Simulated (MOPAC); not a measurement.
MOPAC input (MNDO):

```
MNDO 1SCF CHARGE=-1 GEO-OK AUX(PRECISION=9) THREADS=1
CH4N

C     0.03618760 1    0.60041534 1    0.01001252 1
N     0.01219895 1   -0.81758933 1    0.09244576 1
H    -0.95471660 1    1.16629571 1    0.01500298 1
H    -0.48780604 1   -1.15122848 1   -0.74120501 1
H     0.56688663 1    1.01658913 1    0.88942020 1
H     0.57311778 1    1.08897690 1   -0.87041363 1
```

Output:

```
 *******************************************************************************
 **                                                                           **
 **                              MOPAC v23.2.5                                **
 **                                                                           **
 *******************************************************************************
 ** MOPAC's Digital Object Identifier: https://doi.org/10.5281/zenodo.6511958 **
 **                                                                           **
 ** Please cite the open-source release paper for use of this MOPAC version:  **
 ** J. E. Moussa and J. J. P. Stewart (2026)                                  **
 ** MOPAC: An open-source semiempirical molecular orbital program             **
 ** J. Open Source Softw., 11(119), 8025, https://doi.org/10.21105/joss.08025 **
 *******************************************************************************

                              MNDO CALCULATION RESULTS

 *******************************************************************************
 *  MNDO       - The MNDO Hamiltonian to be used
 *  GEO-OK     - OVERRIDE INTERATOMIC DISTANCE AND OTHER SAFETY CHECKS
 *
 *
 *
 *                 CHARGE ON SYSTEM = -1
 *
 *
 *
 *  1SCF       - DO 1 SCF AND THEN STOP
 *  AUX        - OUTPUT AUXILIARY INFORMATION
 *******************************************************************************
MNDO 1SCF CHARGE=-1 GEO-OK AUX(PRECISION=9) THREADS=1
 CH4N

   ATOM   CHEMICAL          X               Y               Z
  NUMBER   SYMBOL      (ANGSTROMS)     (ANGSTROMS)     (ANGSTROMS)

     1       C          0.03618760  *   0.60041534  *   0.01001252  *
     2       N          0.01219895  *  -0.81758933  *   0.09244576  *
     3       H         -0.95471660  *   1.16629571  *   0.01500298  *
     4       H         -0.48780604  *  -1.15122848  *  -0.74120501  *
     5       H          0.56688663  *   1.01658913  *   0.88942020  *
     6       H          0.57311778  *   1.08897690  *  -0.87041363  *

          CARTESIAN COORDINATES

    NO.       ATOM           X           Y           Z

     1         C          0.0362      0.6004      0.0100
     2         N          0.0122     -0.8176      0.0924
     3         H         -0.9547      1.1663      0.0150
     4         H         -0.4878     -1.1512     -0.7412
     5         H          0.5669      1.0166      0.8894
     6         H          0.5731      1.0890     -0.8704

  H: (MNDO): M.J.S. DEWAR, W. THIEL, J. AM. CHEM. SOC., 99, 4899, (1977)
  C: (MNDO): M.J.S. DEWAR, W. THIEL, J. AM. CHEM. SOC., 99, 4899, (1977)
  N: (MNDO): M.J.S. DEWAR, W. THIEL, J. AM. CHEM. SOC., 99, 4899, (1977)

           Empirical Formula: C H4 N  =     6 atoms

      MOLECULAR POINT GROUP   :   Cs

      RHF CALCULATION, NO. OF DOUBLY OCCUPIED LEVELS = 7

 -------------------------------------------------------------------------------
 MNDO 1SCF CHARGE=-1 GEO-OK AUX(PRECISION=9) THREADS=1
 CH4N

     1SCF WAS SPECIFIED, SO BFGS WAS NOT USED
     SCF FIELD WAS ACHIEVED

                              MNDO CALCULATION
                                                       MOPAC v23.2.5 Linux

          FINAL HEAT OF FORMATION =         24.71589 KCAL/MOL =     103.41127 KJ/MOL

          COSMO AREA              =         69.08 SQUARE ANGSTROMS
          COSMO VOLUME            =         50.21 CUBIC ANGSTROMS

          IONIZATION POTENTIAL    =          1.002209 EV
          HOMO LUMO ENERGIES (EV) =         -1.002 10.406
          NO. OF FILLED LEVELS    =          7
          MOLECULAR WEIGHT        =         30.0493         POINT GROUP:  Cs

          MOLECULAR DIMENSIONS (Angstroms)

            Atom       Atom       Distance
            H     5    H     4     2.91046
            N     2    H     6     1.92403
            H     3    N     2     1.57005

          SCF CALCULATIONS        =          1

   ATOM   CHEMICAL          X               Y               Z
  NUMBER   SYMBOL      (ANGSTROMS)     (ANGSTROMS)     (ANGSTROMS)

     1       C          0.03618760  *   0.60041534  *   0.01001252  *
     2       N          0.01219895  *  -0.81758933  *   0.09244576  *
     3       H         -0.95471660  *   1.16629571  *   0.01500298  *
     4       H         -0.48780604  *  -1.15122848  *  -0.74120501  *
     5       H          0.56688663  *   1.01658913  *   0.88942020  *
     6       H          0.57311778  *   1.08897690  *  -0.87041363  *

                             CARTESIAN COORDINATES

   1    C        0.036187600     0.600415340     0.010012520
   2    N        0.012198950    -0.817589330     0.092445760
   3    H       -0.954716600     1.166295710     0.015002980
   4    H       -0.487806040    -1.151228480    -0.741205010
   5    H        0.566886630     1.016589130     0.889420200
   6    H        0.573117780     1.088976900    -0.870413630

           Empirical Formula: C H4 N  =     6 atoms

      MOLECULAR POINT GROUP   :   Cs

                  EIGENVALUES
 -27.14980 -17.38845  -8.79534  -7.55282  -6.69883  -3.33855  -1.00221  10.40568
  10.58213  11.50155  13.14867  14.52250

              NET ATOMIC CHARGES AND DIPOLE CONTRIBUTIONS

  ATOM NO.   TYPE          CHARGE      No. of ELECS.   s-Pop       p-Pop
    1          C           0.244989        3.7550     1.21097     2.54404
    2          N          -0.744663        5.7447     1.79802     3.94665
    3          H          -0.182564        1.1826     1.18256
    4          H          -0.035930        1.0359     1.03593
    5          H          -0.099268        1.0993     1.09927
    6          H          -0.182564        1.1826     1.18256
 DIPOLE           X         Y         Z       TOTAL
 POINT-CHG.     0.196     1.031     0.247     1.078
 HYBRID        -0.463     0.871    -0.875     1.318
 SUM           -0.267     1.902    -0.627     2.020

          ATOMIC ORBITAL ELECTRON POPULATIONS

     Atom    s        px        py        pz
    1  C   1.21097   0.80133   0.94038   0.80233
    2  N   1.79802   1.65742   1.00192   1.28730
    3  H   1.18256
    4  H   1.03593
    5  H   1.09927
    6  H   1.18256

 **********************
 *                    *
 * JOB ENDED NORMALLY *
 *                    *
 **********************

 == MOPAC DONE ==
```

The dipole moment of an ion depends on the origin.
